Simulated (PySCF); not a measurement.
Compound: C5H9O (doublet state).
Numbering: `[O:1][CH2:2][CH:3]1[CH2:4][CH2:5][CH2:6]1` (hydrogens: H7, H8 on C2; H9 on C3; H10, H11 on C4; H12, H13 on C5; H14, H15 on C6)

Geometry (GFN2-xTB, Å), atoms numbered from 1 in this order:
```xyz
15
C5H9O angstrom
O      2.3461   -1.4918   -0.1063
C      1.7965   -0.3176    0.0502
C      0.3318   -0.2500   -0.5017
C     -0.3810    1.1010   -0.4016
C     -1.5670    0.3863    0.2680
C     -0.7105   -0.8779    0.4348
H      2.3121    0.4302   -0.5982
H      1.8213    0.0671    1.0928
H      0.3237   -0.6842   -1.5009
H      0.1189    1.7977    0.2690
H     -0.5846    1.6020   -1.3456
H     -1.9307    0.8366    1.1886
H     -2.4003    0.2364   -0.4143
H     -1.1381   -1.8171    0.0934
H     -0.3425   -1.0108    1.4499
```

Computed with UKS B3LYP, pcH-1 on C H O, non-relativistic, mean-field spin-orbit, GIAO in PySCF 2.14.0. One conformer (not necessarily the lowest) at the GFN2-xTB geometry, without solvent, vibrations or thermal averaging. A GFN2-xTB geometry isn't a minimum of the functional, and hyperfine couplings can be far from their values at a DFT geometry.

Output of the driver script. The program numbers atoms from 0.

```
UKS, coarse grid
  cycle   1  E = -270.92015502  |g| = 5.82e-01
  cycle   2  E = -270.40206256  |g| = 1.26e+00
  cycle   3  E = -271.08078256  |g| = 1.10e-01
  cycle   4  E = -271.08265748  |g| = 1.18e-01
  cycle   5  E = -271.08885961  |g| = 3.10e-02
  cycle   6  E = -271.08932537  |g| = 1.07e-02
  cycle   7  E = -271.08938432  |g| = 3.42e-03
  cycle   8  E = -271.08939009  |g| = 6.20e-04
UKS, final grid
  cycle   1  E = -271.08935630  |g| = 6.39e-04
  cycle   2  E = -271.08935688  |g| = 8.19e-04
  cycle   3  E = -271.08935738  |g| = 2.98e-04
  cycle   4  E = -271.08935776  |g| = 2.69e-04
  cycle   5  E = -271.08935922  |g| = 2.53e-04
  cycle   6  E = -271.08936120  |g| = 1.61e-04
  cycle   7  E = -271.08936284  |g| = 6.64e-05
  cycle   8  E = -271.08936292  |g| = 3.15e-05
  cycle   9  E = -271.08936293  |g| = 1.74e-05
E = -271.08936293 Eh   <S^2> = 0.7542 (exact 0.7500)
g shifts (ppm)      1          2          3
  rmc          -276       -276       -276
  gc             -9         22         50
  oz_so          30       5803      52849
  total        -254       5549      52623
hyperfine (MHz)  atom isotope    a_iso     a_fc   dipolar eigenvalues
    0   17O     -47.08     -47.08   -245.78    122.17    123.62
    1   13C     -42.29     -42.29     -7.90      2.24      5.66
    2   13C      54.14      54.14    -11.90    -11.30     23.19
    3   13C      -2.33      -2.33     -1.82     -1.49      3.31
    4   13C       2.07       2.07     -0.73     -0.60      1.33
    5   13C      -2.95      -2.95     -1.95     -1.49      3.43
    6    1H     277.44     277.44     -7.92     -3.87     11.80
    7    1H      -2.50      -2.50     -5.89     -4.35     10.24
    8    1H      -7.37      -7.37     -6.80     -2.63      9.43
    9    1H       3.04       3.04     -2.11     -1.40      3.51
   10    1H       3.33       3.33     -1.81     -0.63      2.44
   11    1H       4.62       4.62     -0.90     -0.60      1.49
   12    1H       0.74       0.74     -0.90     -0.78      1.69
   13    1H       5.71       5.71     -2.51     -0.71      3.22
   14    1H       4.18       4.18     -2.89     -1.92      4.81
```

Problem. The run flagged its g tensor. What set off the flag, and which results does it touch?

Solution. The largest g shift is +0.053, past the limit of 0.03 at which the run flags a species of elements up to argon. The orbital-Zeeman/spin–orbit term is second order, a sum of spin–orbit matrix elements over excitation energies, so it grows and becomes less reliable as an excited state comes close; a shift of this size calls for a check with another method. The contact and dipolar couplings don't rest on that expansion, but they belong to the state that the SCF found, and a close-lying state with the spin in another orbital would have other couplings; no stability test was run.

Problem. Where is the spin in this solution (atoms counted from 1)?

Solution. The largest Mulliken spin populations are on O1 (+0.82), H7 (+0.13), C3 (+0.10) and C2 (-0.06). No atom but O1 exceeds +0.15. ⟨S²⟩ = 0.7542 against the exact 0.7500, so spin contamination is small. 

Problem. Average a_iso over equivalent nuclei, turn it into first-order splittings with g = 2.0023, and give the multiplets for abundant isotopes (0.05 mT or more).

Solution. 
```json
{"nuclei (from 1)": "H7/H8", "isotope": "1H", "I": "1/2", "position": "2 bonds from O1", "a_iso (MHz)": "137.5", "|a| (mT)": "4.91", "splits into": "1:2:1 triplet"}
{"nuclei (from 1)": "H9", "isotope": "1H", "I": "1/2", "position": "3 bonds from O1", "a_iso (MHz)": "-7.4", "|a| (mT)": "0.26", "splits into": "1:1 doublet"}
{"nuclei (from 1)": "H12", "isotope": "1H", "I": "1/2", "position": "5 bonds from O1", "a_iso (MHz)": "4.6", "|a| (mT)": "0.16", "splits into": "1:1 doublet"}
{"nuclei (from 1)": "H11/H14", "isotope": "1H", "I": "1/2", "position": "4 bonds from O1", "a_iso (MHz)": "4.5", "|a| (mT)": "0.16", "splits into": "1:2:1 triplet"}
{"nuclei (from 1)": "H10/H15", "isotope": "1H", "I": "1/2", "position": "4 bonds from O1", "a_iso (MHz)": "3.6", "|a| (mT)": "0.13", "splits into": "1:2:1 triplet"}
```

Class means assume fast exchange of nuclei equivalent by connectivity; if that motion is slow, each nucleus keeps its own coupling. The 1H value of +137.5 MHz is a mean of couplings from -2.5 to 277.4 MHz in this one geometry, not an average over conformers.

The run took 52 s wall (with the writing of density and orbital grids) on one thread, Arm Neoverse V2 (aarch64) (shared host), and the process peaked at 0.98 GiB of memory.
